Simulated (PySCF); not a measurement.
Species: C4H5Cl.
Atom-mapped SMILES: `[CH3:1][C:2]1=[C:3]([Cl:4])[CH2:5]1` (hydrogens: H6, H7, H8 on C1; H9, H10 on C5)

Computed with EOM-IP-CCSD/aug-cc-pVDZ in PySCF, restricted Hartree–Fock reference, frozen core, non-relativistic, gas phase, PBE0-D3(BJ)/def2-SVP geometry.

Hartree–Fock orbital energies give these Koopmans values (eV): HOMO 9.27, HOMO-1 11.36, HOMO-2 12.12, HOMO-3 13.62, HOMO-4 14.70, HOMO-5 15.48, HOMO-6 16.27, HOMO-7 16.95.

Question: What vertical ionisation energies does EOM-IP-CCSD give?

Answer: 
| leading hole (HF orbital) | Koopmans (eV) | EOM-IP-CCSD (eV) | change (eV) | one-hole share |
| --- | --- | --- | --- | --- |
| HOMO | 9.27 | 9.05 | -0.22 | 0.96 |
| HOMO-1 | 11.36 | 10.52 | -0.84 | 0.96 |
| HOMO-2 | 12.12 | 11.20 | -0.92 | 0.96 |
| HOMO-3 | 13.62 | 12.56 | -1.06 | 0.94 |
| HOMO-4 | 14.70 | 13.42 | -1.28 | 0.95 |
| HOMO-5 | 15.48 | 14.42 | -1.06 | 0.95 |
| HOMO-6 | 16.27 | 15.09 | -1.18 | 0.95 |
| HOMO-7 | 16.95 | 15.61 | -1.34 | 0.93 |

Question: Does the order of the lines follow the orbital energies?

Answer: Yes, no two lines change places. The corrections run from -1.34 to -0.22 eV, with a mean of -0.99 eV over the 8 lines; no line lies above its Koopmans value.

Question: At what kinetic energies would He I light (21.22 eV) eject these electrons?

Answer: 12.17 eV (HOMO), 10.70 eV (HOMO-1), 10.02 eV (HOMO-2), 8.66 eV (HOMO-3), 7.80 eV (HOMO-4), 6.80 eV (HOMO-5), 6.13 eV (HOMO-6), 5.61 eV (HOMO-7).

One root was sought for each valence orbital with −ε under 21 eV, eight at most, so deeper holes and satellites are missing; no vibrational structure.
